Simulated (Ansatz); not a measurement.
**Worked example: correlation energy of H2Si–B, quartet**

Geometry: a PBE0/def2-TZVP stationary point for this spin, not checked as a minimum. The doublet lies 0.4 eV lower here.

```yaml
atoms:
  - { symbol: Si, position_ang: [0.0000, 0.0000, 0.4518] }
  - { symbol: B, position_ang: [0.0000, 0.0000, -1.4188] }
  - { symbol: H, position_ang: [0.0000, 1.2127, 1.3144] }
  - { symbol: H, position_ang: [0.0000, -1.2127, 1.3144] }
```

Basis 6-31G; Ansatz 0.2.0. Only valence electrons are correlated (noble-gas cores frozen), which leaves 9 electrons in 20 orbitals. R marks a restricted (for open shells ROHF) determinant, U an unrestricted one.

Full CI is exact within this basis and frozen core; it isn't the basis-set limit. The frozen core follows each run's orbitals, which can shift R against U totals by a few meV.

Runs differ by some tens of microhartree through their thresholds and, for an open shell, their frozen cores, so steps under 0.1 kcal/mol mean nothing.

| level | total energy (hartree) |
| --- | --- |
| UHF | -314.554180 |
| UMP2 | -314.620989 |
| UCCSD | -314.646091 |
| UCCSD(T) | -314.647978 |
| UCCSDT | -314.648668 |
| UCCSDT(Q) | -314.648771 |
| full CI | -314.648792 |

**Question.** What is the correlation energy at full CI, and what share of it do UMP2 and UCCSD recover?

**Answer.** E(corr) = -314.648792 − (-314.554180) = -0.094612 hartree = -2.575 eV. UMP2: -0.066809 / -0.094612 = 70.61 %. UCCSD: -0.091911 / -0.094612 = 97.15 %.

**Question.** By how many kcal/mol does UCCSD(T) miss full CI (1 hartree = 627.509 kcal/mol), and which steps make up the rest?

**Answer.** -314.647978 − (-314.648792) = 0.000814 hartree = 0.51 kcal/mol. Steps: UCCSDT − UCCSD(T) = -0.43, UCCSDT(Q) − UCCSDT = -0.06, full CI − UCCSDT(Q) = -0.01 kcal/mol. That is within 1 kcal/mol of the reference in this basis, which itself misses far more of the correlation at the basis-set limit.
